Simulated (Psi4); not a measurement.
# One shape, several levels: BPH3Cl (SMILES PBCl)

We compute a comparison of 5 runs (HF/6-31G*, B3LYP/6-31G*, SVWN5/6-31G**, MP2/def2-SVPD, CC2/def2-SVP) of BPH3Cl. 

Program for the calculation: Psi4 1.11.

6 further runs of the same task are left out: 3 that didn't finish, 3 set aside as unsound or not needed.

### 1 Starting point

BPH3Cl: 6 atoms, total charge 0, spin state singlet. As SMILES, `PBCl`. Geometry: relaxed at GFN2-xTB. This is one conformer, not always the lowest.

Bond lengths: P1–B2 1.884 Å, B2–Cl3 1.695 Å, P1–H4 1.380 Å, P1–H5 1.379 Å, B2–H6 1.173 Å. Angles: P1–B2–Cl3 120.0°, P1–B2–H6 120.9°, Cl3–B2–H6 118.6°, B2–P1–H4 100.2°, B2–P1–H5 98.8°, H4–P1–H5 96.0°.

### 2 The energy at HF/6-31G(d) (spherical functions) (run 1)

Input file job.json:

```json
{
 "schema_name": "qcschema_input",
 "schema_version": 1,
 "molecule": {
  "schema_name": "qcschema_molecule",
  "schema_version": 2,
  "symbols": ["P", "B", "Cl", "H", "H", "H"],
  "geometry": [-0.71403302, 0.97668605, -1.79238633, 1.25746156, -0.52897214, 0.76182419, 1.26573856, -3.71293389, 1.11408804, -2.89288724, -0.44081641, -1.58920298, -1.59946419, 3.02970341, -0.4519469, 2.68318433, 0.67631408, 1.95762398],
  "molecular_charge": 0,
  "molecular_multiplicity": 1,
  "fix_symmetry": "c1"
 },
 "driver": "energy",
 "model": {
  "method": "hf",
  "basis": "6-31G*"
 },
 "keywords": {
  "puream": true,
  "e_convergence": 1e-09,
  "d_convergence": 1e-08,
  "scf_type": "pk",
  "scf_properties": ["WIBERG_LOWDIN_INDICES", "QUADRUPOLE", "LOWDIN_CHARGES"]
 }
}
```

Command:

```console
$ psi4 --qcschema job.json -n 1 --memory 1600MB
```

stdout:

```text
[...]
  Running in c1 symmetry.
[...]
  Nuclear repulsion =  119.275925662649954
[...]
  Multiplicity = 1
[...]
  Nalpha       = 20
  Nbeta        = 20
[...]
    Number of basis functions: 56
[...]
   @RHF iter   1:  -826.61626150145833   -3.48167e-01   3.15675e-03 DIIS/ADIIS
[...]
   @RHF iter  12:  -826.65345883087514   -3.06954e-12   5.07870e-09 DIIS
[...]
  @RHF Final Energy:  -826.65345883087514
   => Energetics <=
    Nuclear Repulsion Energy =            119.2759256626499536
    One-Electron Energy =               -1379.2479208361842211
    Two-Electron Energy =                 433.3185363426591152
    Total Energy =                       -826.6534588308750244
[...]
 Multipole Moments:
 ------------------------------------------------------------------------------------
     Multipole            Electronic (a.u.)      Nuclear  (a.u.)        Total (a.u.)
 ------------------------------------------------------------------------------------
 L = 1.  Multiply by 2.5417464519 to convert [e a0] to [Debye]
 Dipole X            :          1.6051736           -1.8028501           -0.1976765
 Dipole Y            :         -2.9045415            3.2255943            0.3210528
 Dipole Z            :          0.3359175           -0.0916376            0.2442799
 Magnitude           :                                                    0.4492478
 L = 2.  Multiply by 1.3450342976 to convert [e a0^2] to [Debye ang]
 Quadrupole XX       :        -79.4045181           55.1561779          -24.2483402
 Quadrupole XY       :         77.2207034          -77.2966062           -0.0759028
[...]
```

The result, in JSON:

```text
{
 "driver": "energy",
 "model": {
  "method": "hf",
  "basis": "6-31G*"
 },
 "success": true,
 "return_result": -826.6534588308751,
 "properties": {
  "calcinfo_nbasis": 56,
  "calcinfo_nmo": 56,
  "calcinfo_nalpha": 20,
  "calcinfo_nbeta": 20,
  "calcinfo_natom": 6,
  "nuclear_repulsion_energy": 119.27592566264995,
  "return_energy": -826.6534588308751,
  "scf_one_electron_energy": -1379.2479208361842,
  "scf_two_electron_energy": 433.3185363426591,
  "scf_dipole_moment": [-0.197676525512551, 0.3210527642922667, 0.24427992366213136],
  "scf_total_energy": -826.6534588308751,
  "scf_iterations": 12
 }
}
```

Wall time 2.7 s (1 thread of AMD EPYC 7R13 (Zen 3), shared host); peak memory 0.2 GiB.

### 3 A single-point energy at B3LYP/6-31G(d) (spherical functions) (run 2)

Input file calc.inp:

```
memory 1600 MB

molecule {
  0 1
  P     -0.71403302     0.97668605    -1.79238633
  B      1.25746156    -0.52897214     0.76182419
  Cl     1.26573856    -3.71293389     1.11408804
  H     -2.89288724    -0.44081641    -1.58920298
  H     -1.59946419     3.02970341    -0.45194690
  H      2.68318433     0.67631408     1.95762398
  units bohr
  symmetry c1
}

set basis 6-31G*
set reference rks
set puream true
set e_convergence 1e-09
set d_convergence 1e-08
set scf_type pk
set dft_radial_points 99
set dft_spherical_points 590

E, wfn = energy('b3lyp', return_wfn=True)
```

Command:

```console
$ psi4 -n 1 calc.inp calc.out
```

calc.out:

```text
[...]
  Running in c1 symmetry.
[...]
  Nuclear repulsion =  119.275925662649954
[...]
  Multiplicity = 1
[...]
  Nalpha       = 20
  Nbeta        = 20
[...]
    Number of basis functions: 56
[...]
   @RKS iter   1:  -828.15366039885896   -1.43626e-01   5.33080e-03 DIIS/ADIIS
[...]
   @RKS iter  11:  -828.22175895144392   -1.59162e-12   3.92988e-09 DIIS
[...]
  @RKS Final Energy:  -828.22175895144392
   => Energetics <=
    Nuclear Repulsion Energy =            119.2759256626499536
    One-Electron Energy =               -1379.6529384452055638
    Two-Electron Energy =                 477.8974942857441306
    DFT Exchange-Correlation Energy =     -45.7422404546324728
    Empirical Dispersion Energy =           0.0000000000000000
    VV10 Nonlocal Energy =                  0.0000000000000000
    Total Energy =                       -828.2217589514438032
[...]
 Multipole Moments:
 ------------------------------------------------------------------------------------
     Multipole            Electronic (a.u.)      Nuclear  (a.u.)        Total (a.u.)
 ------------------------------------------------------------------------------------
 L = 1.  Multiply by 2.5417464519 to convert [e a0] to [Debye]
 Dipole X            :          1.5479089           -1.8028501           -0.2549412
 Dipole Y            :         -2.9881890            3.2255943            0.2374053
 Dipole Z            :          0.2828349           -0.0916376            0.1911973
 Magnitude           :                                                    0.3973823
[...]
```

Wall time 10 s (1 thread of AMD EPYC 7R13 (Zen 3), shared host); peak memory 0.69 GiB.

### 4 Energy and gradient at SVWN5/6-31G(d,p) (spherical functions) (run 3)

Input file bclh3p.inp:

```
memory 1.6 GB

molecule m {
  0 1
  P     -0.377850     0.516840    -0.948490
  B      0.665420    -0.279920     0.403140
  Cl     0.669800    -1.964800     0.589550
  H     -1.530850    -0.233270    -0.840970
  H     -0.846400     1.603250    -0.239160
  H      1.419880     0.357890     1.035930
  symmetry c1
  no_reorient
  no_com
}

set basis 6-31G**
set puream true
set e_convergence 1e-09
set d_convergence 1e-08
set scf_type pk
set dft_radial_points 99
set dft_spherical_points 590

E, wfn = gradient("scf", dft_functional={"name": "SVWN5", "x_functionals": {"LDA_X": {}}, "c_functionals": {"LDA_C_VWN": {}}}, return_wfn=True)
oeprop(wfn, "QUADRUPOLE", "MULLIKEN_CHARGES", "MAYER_INDICES")
```

Command:

```console
$ psi4 -i bclh3p.inp -o bclh3p.out -n 1
```

bclh3p.out:

```text
[...]
  Running in c1 symmetry.
[...]
  Nuclear repulsion =  119.275925612600176
[...]
  Multiplicity = 1
[...]
  Nalpha       = 20
  Nbeta        = 20
[...]
    Number of basis functions: 65
[...]
   @RKS iter   1:  -824.99368526231228    1.92377e-03   6.50255e-03 ADIIS/DIIS
[...]
   @RKS iter  12:  -825.12793229922329   -1.25056e-12   3.16474e-09 DIIS
[...]
  @RKS Final Energy:  -825.12793229922329
   => Energetics <=
    Nuclear Repulsion Energy =            119.2759256126001759
    One-Electron Energy =               -1379.4734137534035199
    Two-Electron Energy =                 488.6929595247341922
    DFT Exchange-Correlation Energy =     -53.6234036831540024
    Empirical Dispersion Energy =           0.0000000000000000
    VV10 Nonlocal Energy =                  0.0000000000000000
    Total Energy =                       -825.1279322992232892
[...]
  -Total Gradient:
     Atom            X                  Y                   Z
    ------   -----------------  -----------------  -----------------
       1       -0.022991907803     0.003193302416     0.010220893393
       2        0.010829208560    -0.014648251030     0.012400245144
       3       -0.001337164406     0.025541230347    -0.004003479468
       4        0.017653920016     0.014154906555    -0.000091128847
       5        0.005434470750    -0.019639990119    -0.010488130955
       6       -0.009585734237    -0.008613766247    -0.008043481072
[...]
```

It took 9.3 s on 1 thread of AMD EPYC 7R13 (Zen 3), shared host; peak memory 0.38 GiB.

Run 4 isn't shown in full; the table further down has it.

### 5 The energy at CC2/def2-SVP (run 5)

Input file job.inp:

```
memory 1.6 GB

molecule geom {
  0 1
  P
  B 1 1.884182
  Cl 2 1.695166 1 120.04083
  H 1 1.379723 2 100.18986 3 41.78117
  H 1 1.379484 4 95.98402 2 -100.04143
  H 2 1.173216 3 118.64432 1 -172.41579
  symmetry c1
}

set {
  scf_type    direct
  freeze_core true
}

energy("cc2/def2-SVP")
```

Command:

```console
$ psi4 -i job.inp -o job.out -n 1
```

job.out:

```text
[...]
  Running in c1 symmetry.
[...]
  Nuclear repulsion =  119.275931163261760
[...]
  Multiplicity = 1
[...]
  Nalpha       = 20
  Nbeta        = 20
[...]
    Number of basis functions: 65
[...]
   @DF-RHF iter   1:  -826.38532727983750   -3.23295e-01   2.70666e-03 DIIS/ADIIS
[...]
   @RHF iter  17:  -826.42381980636105   -5.45697e-12   7.87905e-09 DIIS
[...]
  @RHF Final Energy:  -826.42381980636105
   => Energetics <=
    Nuclear Repulsion Energy =            119.2759311632617596
    One-Electron Energy =               -1378.8485598024058163
    Two-Electron Energy =                 433.1488088327830042
    Total Energy =                       -826.4238198063610525
[...]
 Multipole Moments:
 ------------------------------------------------------------------------------------
     Multipole            Electronic (a.u.)      Nuclear  (a.u.)        Total (a.u.)
 ------------------------------------------------------------------------------------
 L = 1.  Multiply by 2.5417464519 to convert [e a0] to [Debye]
 Dipole X            :          1.2336559           -1.5498927           -0.3162368
 Dipole Y            :         -2.1138150            2.3164424            0.2026274
 Dipole Z            :          2.4237903           -2.4279730           -0.0041827
 Magnitude           :                                                    0.3756076
[...]
      * MP2 total energy                      = -826.764160631648338
[...]
```

It took 9.6 s on 1 thread of AMD EPYC 7R13 (Zen 3), shared host; peak memory 0.3 GiB.

### 6 Overview of the runs

| run | level | integration grid | task | energy (Eh) | dipole moment (D) | HOMO energy (eV) | LUMO energy (eV) | wall time |
| --- | --- | --- | --- | --- | --- | --- | --- | --- |
| 1 | HF/6-31G* (spherical functions) | – | energy | -826.653459 | 1.14 | -10.09 | 2.20 | 2.7 s |
| 2 | B3LYP/6-31G* (spherical functions) | 99 radial × 590 angular | energy | -828.221759 | 1.01 | -7.22 | -1.61 | 10 s |
| 3 | SVWN5/6-31G** (spherical functions) | 99 radial × 590 angular | gradient | -825.127932 | 1.08 | -6.39 | -2.57 | 9.3 s |
| 4 | MP2/def2-SVPD | – | energy | -826.795017 | – | -10.11 | 1.85 | 6 s |
| 5 | CC2/def2-SVP | – | energy | -826.768018 | – | -10.04 | 2.14 | 9.6 s |

### 7 Summary of results

| quantity | value |
| --- | --- |
| run 5: ground-state or mean-field energy | -826.76802 Eh |
| run 5: HOMO energy (Hartree–Fock orbitals) | -10.04 eV |
| run 5: LUMO energy (Hartree–Fock orbitals) | 2.14 eV |
| run 5: HOMO–LUMO gap (Hartree–Fock orbitals) | 12.17 eV |
| run 5: correlation energy (11 core orbitals frozen) | -344.2 mEh |
| run 5: T1 diagnostic | 0.015 |

What this shows: Over runs 1, 2, 3 the dipole moment (its size) runs from 1.01 D (B3LYP/6-31G*) to 1.14 D (HF/6-31G*). Over runs 1, 2, 3 the HOMO–LUMO gap runs from 3.82 eV (SVWN5/6-31G**) to 12.29 eV (HF/6-31G*). The two ends differ in method and basis. Totals of different functionals can't be ranked against each other. All runs together took 38 s, the longest 10 s.
